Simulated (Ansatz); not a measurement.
# AlBH₂+ (doublet): wave-function methods side by side, def2-TZVPP

An exercise on one series of results from a longer session: the logs are not shown, and one member is left open.

Computed with Ansatz 0.2.0, Gaussian basis. Level: def2-TZVPP, core rule «outside noble gas», up to 6 orbitals frozen.

The runs, in order: UHF; ROHF; CCSD(T) on UHF.

2 further runs of the same task are left out: 2 set aside as unsound or not needed.

## The system

The geometry is a PBE0/def2-TZVP stationary point (not a proven minimum) of the parent state, kept for this charge and spin.

4 atoms, charge 1, spin multiplicity 2.

Atoms are counted from 1 here; the program's logs count them from 0.

Bond lengths: B1–Al2 2.320 Å, Al2–H3 1.598 Å, Al2–H4 1.598 Å. Angles: B1–Al2–H3 121.2°, B1–Al2–H4 121.2°, H3–Al2–H4 117.7°.

Set-up of the first run:

The input, in.yaml:

```yaml
crystal:
  periodic: [false, false, false]
  atoms:
    - {symbol: B, position_ang: [0.000000, 0.000000, 1.731547]}
    - {symbol: Al, position_ang: [0.000000, 0.000000, -0.588094]}
    - {symbol: H, position_ang: [0.000000, -1.367107, -1.414802]}
    - {symbol: H, position_ang: [0.000000, 1.367107, -1.414802]}
basis:
  gaussian: {orbitals: def2-TZVPP}
total_charge: 1
magnetization: {spin_polarized: true, initial_magnetization: 1}
hamiltonian: {xc: hf}
output: {orbitals: {seedname: orbitals}}
```

Started as:

```bash
> ansatz run in.yaml --threads 1 --pin off --events-out ev --progress --plain --max-ram 2816MiB --backend cpu
```

Steps of the session up to this table: UHF; ROHF; CCSD(T) on UHF.

One table of the session follows, with a row left open; its other results are not shown here.

| method | from UCCSD(T) (meV) |
| --- | --- |
| ROHF | +4044.6 |
| UHF | +3957.1 |
| UMP2 | ? |
| UCCSD | +85.7 |
| UCCSD(T) | 0 |

**Question.** Estimate the row for UMP2.

**Answer.** from UCCSD(T) (meV): +1047.7. In the column «from UCCSD(T) (meV)» it lies between UCCSD (+85.7) and UHF (+3957.1).
